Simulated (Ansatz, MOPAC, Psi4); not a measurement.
Species: propene, C3H6, net charge 0, singlet state. SMILES: C=CC
Structure (B3LYP-D3(BJ)/def2-TZVP (Ansatz, a program for electronic structure) minimum search):
```
C
C 1 1.3267
H 2 1.0824 1 121.67
H 2 1.0845 3 116.84 1 180.00
H 1 1.0871 2 118.81 3 0.00
C 1 1.4957 5 116.00 2 180.00
H 6 1.0909 1 111.47 5 -180.00
H 6 1.0939 7 108.29 1 -122.37
H 6 1.0939 7 108.29 8 -115.25
```
Charge 0, spin multiplicity 1.

Wanted: vertical ionisation energy to the doublet, in eV. Conventions: spin-orbit terms left out; each state is the SCF solution reached for its charge and spin; dispersion terms only where a functional's name holds one; UHF or UKS for open shells; six Cartesian d functions in 6-31G* and its kin unless marked 5d; non-relativistic; frozen cores in correlated levels; 6-311+G** with 5d. Ab initio and DFT rows: single points at B3LYP-D3(BJ) geometries (Ansatz). Semi-empirical rows: differences of heats of formation at the shared geometry for vertical values.

```
level             program  vertical ionisation energy to the doublet (eV)
----------------  -------  ----------------------------------------------
AM1                 MOPAC                                            9.74
PM3                 MOPAC                                            9.95
PM6                 MOPAC                                            9.77
MNDO                MOPAC                                            9.71
HF/6-31G*          Ansatz                                            8.31
HF/6-311+G**       Ansatz                                            8.40
PBE/6-31G*         Ansatz                                            9.57
PBE/6-311+G**      Ansatz                                            9.77
B3LYP/STO-3G       Ansatz                                            8.82
B3LYP/6-31G*       Ansatz                                            9.59
wB97X-D/6-31G*       Psi4                                            9.61
MP2/6-31G*         Ansatz                                            9.59
MP2/6-311+G**      Ansatz                                            9.94
PBE/def2-TZVPD     Ansatz                                            9.76
B3LYP/def2-TZVPD   Ansatz                                            9.78
PBE0/def2-TZVPD    Ansatz                                            9.72
```

No value to compare with is used here. The 13 habitual levels span 8.31 (HF/6-31G*) to 9.95 eV (PM3); B3LYP/def2-TZVPD gives 9.78.

The levels are drawn from those run, B3LYP/6-31G* more often than the rest, none by its result; runs whose electronic state is in doubt are left out.
